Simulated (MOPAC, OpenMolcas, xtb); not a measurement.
**CH4B (SMILES [BH]C): methods side by side**

CH4B has 6 atoms, charge 0, and is taken as a doublet. SMILES: `[BH]C`. The coordinates come from a GFN2-xTB relaxation.

```jsonl
{"atom": "B", "x (Å)": "0.2764", "y (Å)": "-1.0900", "z (Å)": "0.1982"}
{"atom": "C", "x (Å)": "-0.2778", "y (Å)": "0.3024", "z (Å)": "-0.2084"}
{"atom": "H", "x (Å)": "1.1840", "y (Å)": "-1.2677", "z (Å)": "0.9088"}
{"atom": "H", "x (Å)": "-1.1576", "y (Å)": "0.3073", "z (Å)": "-0.8526"}
{"atom": "H", "x (Å)": "0.5028", "y (Å)": "0.8636", "z (Å)": "-0.7287"}
{"atom": "H", "x (Å)": "-0.5277", "y (Å)": "0.8844", "z (Å)": "0.6828"}
```

Each level gives the dipole moment (D). The values are calculated.

| level | kind | program | value (D) |
| --- | --- | --- | --- |
| PM3 | semi-empirical | MOPAC | 1.45 |
| PM7 | semi-empirical | MOPAC | 0.76 |
| GFN0-xTB | semi-empirical | xtb | 0.46 |
| GFN1-xTB | semi-empirical | xtb | 1.02 |
| UHF/STO-3G | Hartree–Fock | OpenMolcas | 0.21 |
| UHF/3-21G | Hartree–Fock | OpenMolcas | 0.82 |
| UHF/def2-SVP | Hartree–Fock | OpenMolcas | 0.93 |
| USVWN5/6-31+G* (spherical functions) | LDA | OpenMolcas | 1.44 |
| UBLYP/aug-cc-pVDZ | GGA | OpenMolcas | 1.19 |
| UB3LYP/6-31G* (spherical functions) | global hybrid | OpenMolcas | 1.01 |

The values span 0.21 to 1.45 D. Magnitudes only: a small dipole may point the other way at some levels. Sets without polarisation functions give poor dipoles. Without the sets that lack polarisation functions the rows with a basis span only 0.93 to 1.44 D.
